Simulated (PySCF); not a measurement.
Which functional comes closest?

Molecule: `[AlH3]`, AlH3.

Molfile (atoms numbered from 1):
```
AlH3
     RDKit          3D

  4  3  0  0  0  0  0  0  0  0999 V2000
    0.0049    0.0023   -0.0104 Al  0  0  0  0  0  3  0  0  0  0  0  0
    1.5886   -0.1427   -0.0247 H   0  0  0  0  0  0  0  0  0  0  0  0
   -0.9125   -1.2968    0.0063 H   0  0  0  0  0  0  0  0  0  0  0  0
   -0.6605    1.4468   -0.0169 H   0  0  0  0  0  0  0  0  0  0  0  0
  1  2  1  0
  1  3  1  0
  1  4  1  0
M  END
```

Geometry PBE0-D3(BJ)/def2-SVP throughout; GIAO in PySCF, gas phase, one conformer, non-relativistic; equivalent atoms averaged; basis pcSseg-2.

Reference values (CCSD(T)/CBS (aug-cc-pCVXZ fit); gas (isolated, no vibration); Rzepiela, Kaminsky, Buczek, Broda, Kupka, Molecules 2022, 27, 8230): σ(Al1) = 307.8 ppm.

Question: How do the functionals HF, LDA, PBE, BLYP, BP86, OPBE, KT2, KT3, B97-D, B3LYP, PBE0, mPW1PW91, WP04, B97-2, BHandHLYP, CAM-B3LYP, wB97X-D, LC-wPBE perform against the reference? Times are CPU seconds on 1 thread of an Arm Neoverse V1, shared host; the GGAs took longer than the global hybrids here, which isn't the general rule, and the cause wasn't traced.

Answer: 
```
functional                    kind    Al1  abs. error Al  core-s
        HF            Hartree–Fock  348.3           40.5     0.4
       LDA                     LDA  200.6          107.2     1.2
       PBE                     GGA  252.6           55.2     1.5
      BLYP                     GGA  249.4           58.4     1.5
      BP86                     GGA  254.3           53.5     1.6
      OPBE                     GGA  307.2            0.6     1.6
       KT2                     GGA  272.3           35.5     1.6
       KT3                     GGA  306.0            1.8     1.6
     B97-D                     GGA  291.9           15.9     1.6
     B3LYP           global hybrid  268.3           39.5     1.1
      PBE0           global hybrid  278.7           29.1       1
  mPW1PW91           global hybrid  282.1           25.7     1.1
      WP04           global hybrid  314.3            6.5       1
     B97-2           global hybrid  299.1            8.7    0.97
 BHandHLYP           global hybrid  295.8           12.0    0.91
 CAM-B3LYP  range-separated hybrid  264.1           43.7     1.2
   wB97X-D  range-separated hybrid  284.3           23.5     1.3
   LC-wPBE  range-separated hybrid  282.8           25.0       2
```

For 27Al the closest is OPBE (0.6 ppm) and the furthest LDA (107.2 ppm). One molecule is a small sample, and the reference may use another geometry.
